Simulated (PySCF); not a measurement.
# Working out the ionisation energy of Si

Si [Ne] 3s2 3p2 (3P) → Si⁺ [Ne] 3s2 3p1 (2P). All numbers are calculated (PySCF 2.14, no relativity, point nucleus, in def2-TZVP (5s5p2d1f, 37 functions)). Frozen: [Ne]. Energies in hartree (1 hartree = 27.21139 eV):

```json
{"part": "UHF", "Si (lower)": "-288.850793", "Si⁺ (upper)": "-288.570014"}
{"part": "CCSD correlation", "Si (lower)": "-0.073530", "Si⁺ (upper)": "-0.057840"}
{"part": "(T)", "Si (lower)": "-0.002421", "Si⁺ (upper)": "-0.001051"}
```

**Question.** What does Hartree-Fock give?

**Answer.** (-288.570014) − (-288.850793) = 0.280779 hartree = 7.640 eV.

**Question.** What do CCSD and CCSD(T) give?

**Answer.** The CCSD correlation energies differ by 0.015690 hartree = 0.427 eV and the triples by 0.001370 hartree = 0.037 eV, so CCSD gives 8.067 eV and CCSD(T) 8.104 eV.

Measured between the centres of the two terms (NIST): 8.157 eV, so CCSD(T) (valence) is off by -0.053 eV.

What remains against the reference includes basis incompleteness, the frozen core and higher excitations.
